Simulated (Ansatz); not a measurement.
**CH₆AlSi+: an energy map over two coordinates**

How does the energy of CH₆AlSi, SMILES C[SiH+][AlH2], charge +1 change over two coordinates at once? A grid of runs gives the map.

Method: RKS PBE0-D4/def2-TZVP; program: Ansatz 0.2.0.

## (1) The system as given

SMILES `C[SiH+][AlH2]`, 9 atoms, charge 1, spin multiplicity 1.

Atoms are counted from 1 here; the program's logs count them from 0.

Bond lengths: C1–Si2 1.849 Å, C1–H4 1.116 Å, C1–H5 1.106 Å, C1–H6 1.116 Å, Si2–Al3 2.531 Å, Si2–H7 1.508 Å, Al3–H8 1.585 Å, Al3–H9 1.585 Å. Angles: Si2–C1–H4 108.5°, Si2–C1–H5 115.0°, Si2–C1–H6 108.1°, H4–C1–H5 110.0°, H4–C1–H6 104.9°, H5–C1–H6 109.9°, C1–Si2–Al3 128.9°, C1–Si2–H7 109.7°, Al3–Si2–H7 121.4°, Si2–Al3–H8 111.7°, Si2–Al3–H9 111.9°, H8–Al3–H9 136.3°.

As a file:

```
C    -0.6029    1.4264   -0.6271
Si    0.2415   -0.2172   -0.5607
Al    0.5881   -1.7462    1.4269
H     0.1141    2.1756   -1.0397
H    -1.0081    1.7832    0.3381
H    -1.4215    1.3657   -1.3836
H     0.7493   -0.5843   -1.9329
H     1.9693   -1.4636    2.1511
H    -0.6299   -2.7397    1.6281
```

This geometry comes from a loose relaxation at PBE in a small basis, which is not shown.

## (3) The grid

The axes are (1) umbrella angle at Al3 (between each of its bonds and their common axis; 90 is planar): 15 values from 66.0 to 114.0 °; (2) change of the bonds Al3–Si2, Al3–H8, Al3–H9, all alike: 15 values from −0.208 to 0.321 Å.

Nothing else is relaxed (all other coordinates rigid). Energies count from the relaxed molecule at the same level. Points are written as (first, second).

(The set-up runs are not shown.)

## (4) Grid point (69.4°, 0.132 Å)

File input.yaml:

```yaml
crystal:
  periodic: [false, false, false]
  atoms:
    - { symbol: C, position_ang: [0.022715, 0.709698, -1.781496] }
    - { symbol: Si, position_ang: [0.677022, -0.853435, -1.088257] }
    - { symbol: Al, position_ang: [0.586462, -1.740598, 1.423819] }
    - { symbol: H, position_ang: [0.850695, 1.249324, -2.261922] }
    - { symbol: H, position_ang: [-0.467981, 1.357233, -1.056702] }
    - { symbol: H, position_ang: [-0.676149, 0.463016, -2.592892] }
    - { symbol: H, position_ang: [1.323595, -1.653632, -2.16356] }
    - { symbol: H, position_ang: [2.238381, -1.824363, 1.814262] }
    - { symbol: H, position_ang: [-0.341918, -3.153689, 1.25188] }
total_charge: 1
basis:
  gaussian: { orbitals: def2-TZVP }
hamiltonian:
  xc: pbe0
  dispersion: d4
output:
  forces: true
```

Command:

```sh
$ ansatz run input.yaml --threads 1 --pin off --max-ram 2560MiB --backend cpu --events-out ev --progress --plain --runs-dir out
```

Further runs follow: the other points that were computed.

Q: Predict the outcome of this session. Wanted: lowest point; highest computed point; largest force on an atom.

**Answer**, as computed:

```
                       quantity                                                                             value
                   lowest point                                                        (90.0°, 0.019 Å), 0.006 eV
         highest computed point                                        (66.0°, 0.321 Å), 1.88 eV above the lowest
largest force on an atom (eV/Å)  0.27 at (90.0°, 0.019 Å) to 4.93 at (114.0°, −0.208 Å); 0.27 at the lowest point
        time for the whole task                                                   16 min on 1 thread, shared host
```

**Reading.** The lowest computed point is at (90.0°, 0.019 Å), 0.006 eV from the relaxed molecule at the same level. The grid is coarse, so the lowest point of the scanned range may lie between grid points; coordinates that were held can hide deeper minima. The grid shows no other well, apart from its symmetry copies. The highest computed point, (66.0°, 0.321 Å), lies 1.88 eV above the lowest. Round the minimum the two coordinates are nearly uncoupled.
